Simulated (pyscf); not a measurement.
Single points on ωB97X-D3(BJ)/def2-SVP structures (PySCF, gas phase).

Q: Estimate the classical barrier height and the reaction energy of HO–AlH₂ + H₂B–Cl → H₂B–O–AlH₂ + hydrogen chloride (HCl) at HF/def2-TZVP. The step runs on the singlet surface, breaks H–O, B–Cl and forms B–O, Cl–H; take the separated reactants as zero.

A: ΔE‡ = 0.81 eV, ΔE = -0.57 eV. CCSD(T)/def2-TZVPP + ΔMP2(QZVPP) gives 0.24 eV and -0.48 eV. Zero-point energy shifts the barrier by -0.04 eV. It is a four-centre exchange, with an imaginary mode of 1100i cm⁻¹. On the reactant side the descent ends in an adduct with a B–O contact, 0.69 eV under the separated species and 0.87 eV under the saddle at ωB97X-D3(BJ)/def2-TZVP. What is counted as formed (B–O) is already present as a longer contact in the reactant adduct; forming that adduct is a step of its own. One saddle was located; it need not be the lowest between these sides. The CCSD(T) − MP2 part came from Ansatz, without density fitting, on the same reference.
